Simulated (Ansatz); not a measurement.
# CH₂AlO+ (SMILES [CH+]1[O][AlH]1): single points off equilibrium

A test off equilibrium: a structure displaced at random from a GFN2-xTB minimum is computed at several levels, and each is set against CCSD(T).

Method: single points in def2-TZVPP; program: Ansatz 0.2.0, Gaussian basis.

Cores are frozen in the correlated methods. B3LYP uses VWN-RPA correlation.

### 1 Where the work starts

SMILES `[CH+]1[O][AlH]1`, 5 atoms, charge 1, spin multiplicity 1.

Atoms are counted from 1 here; the program's logs count them from 0.

Bond lengths: C1–O2 1.342 Å, C1–Al3 1.956 Å, C1–H4 1.238 Å, O2–Al3 1.932 Å, Al3–H5 1.517 Å. Angles: O2–C1–Al3 68.8°, O2–C1–H4 109.8°, Al3–C1–H4 178.2°, C1–O2–Al3 70.8°, C1–Al3–O2 40.4°, C1–Al3–H5 178.0°, O2–Al3–H5 138.2°.

Geometry (Å):

```
C    -0.5742   -0.8397   -0.1187
O    -0.3551   -0.1972    1.0393
Al    0.5871    0.7127   -0.3808
H    -1.3317   -1.8002    0.0709
H     1.4540    1.9456   -0.5546
```

### 2 CCSD(T)/def2-TZVPP

run/in.yaml

```yaml
crystal:
  periodic: [false, false, false]
  atoms:
    - {symbol: C, position_ang: [-0.574200, -0.839700, -0.118700]}
    - {symbol: O, position_ang: [-0.355100, -0.197200, 1.039300]}
    - {symbol: Al, position_ang: [0.587100, 0.712700, -0.380800]}
    - {symbol: H, position_ang: [-1.331700, -1.800200, 0.070900]}
    - {symbol: H, position_ang: [1.454000, 1.945600, -0.554600]}
basis:
  gaussian: {orbitals: def2-TZVPP}
total_charge: 1
correlation: {method: ccsd_t}
output: {forces: true}
```

No record of the launch command was kept for these runs.

### 3 PBE0-D4/def2-TZVPP

run/in.yaml, as its differences from that of step 2:

```diff
@@ -11,3 +11,3 @@
 total_charge: 1
-correlation: {method: ccsd_t}
-output: {forces: true}
+hamiltonian: {xc: pbe0, dispersion: d4}
+output: {forces: true, orbitals: {seedname: orbitals}}
```

### 4 wB97M-V/def2-TZVPP

run/in.yaml, as its differences from that of step 3:

```diff
@@ -11,3 +11,3 @@
 total_charge: 1
-hamiltonian: {xc: pbe0, dispersion: d4}
-output: {forces: true, orbitals: {seedname: orbitals}}
+hamiltonian: {xc: {name: wB97M-V}}
+output: {forces: true}
```

### 5 r2SCAN-D4/def2-TZVPP

run/in.yaml, as its differences from that of step 4:

```diff
@@ -11,3 +11,3 @@
 total_charge: 1
-hamiltonian: {xc: {name: wB97M-V}}
+hamiltonian: {xc: r2scan, dispersion: d4}
 output: {forces: true}
```

### 6 PBE-D4/def2-TZVPP

run/in.yaml, as its differences from that of step 5:

```diff
@@ -11,3 +11,3 @@
 total_charge: 1
-hamiltonian: {xc: r2scan, dispersion: d4}
+hamiltonian: {xc: pbe, dispersion: d4}
 output: {forces: true}
```

### 7 B3LYP-D4/def2-TZVPP

run/in.yaml, as its differences from that of step 6:

```diff
@@ -11,3 +11,3 @@
 total_charge: 1
-hamiltonian: {xc: pbe, dispersion: d4}
+hamiltonian: {xc: {name: B3LYP}, dispersion: d4}
 output: {forces: true}
```

### 8 HSE06-D4/def2-TZVPP

run/in.yaml, as its differences from that of step 7:

```diff
@@ -11,3 +11,3 @@
 total_charge: 1
-hamiltonian: {xc: {name: B3LYP}, dispersion: d4}
+hamiltonian: {xc: hse06, dispersion: d4}
 output: {forces: true}
```

(Steps that only read results are left out.)

Before running it: what results should come out? Wanted: energy less free atoms, CCSD(T)/def2-TZVPP; RMS force component; RMS force error; HOMO and LUMO, PBE0-D4; T1 diagnostic.

As calculated:

| quantity | value |
| --- | --- |
| energy less free atoms, CCSD(T)/def2-TZVPP | -208.5 kcal/mol |
| RMS force component | 1.529 to 1.888 eV/Å over the methods |
| RMS force error | PBE0-D4 0.389, wB97M-V 0.329, r2SCAN-D4 0.203, PBE-D4 0.179, B3LYP-D4 0.254, HSE06-D4 0.385 eV/Å |
| HOMO and LUMO, PBE0-D4 | -14.11 and -8.63 eV |
| T1 diagnostic | 0.021 |

What this shows: Against CCSD(T) the functionals' energies less atoms differ by -23.5 to -5.3 kcal/mol, PBE-D4 by -23.5 kcal/mol. A larger basis would deepen the CCSD(T) value, while the functionals are nearly converged already, so the order here is not reliable. For forces PBE-D4 does best and PBE0-D4 worst. Frozen-core CCSD(T) forces in triple zeta carry basis errors of their own, and this is one geometry, so small gaps rank nothing.
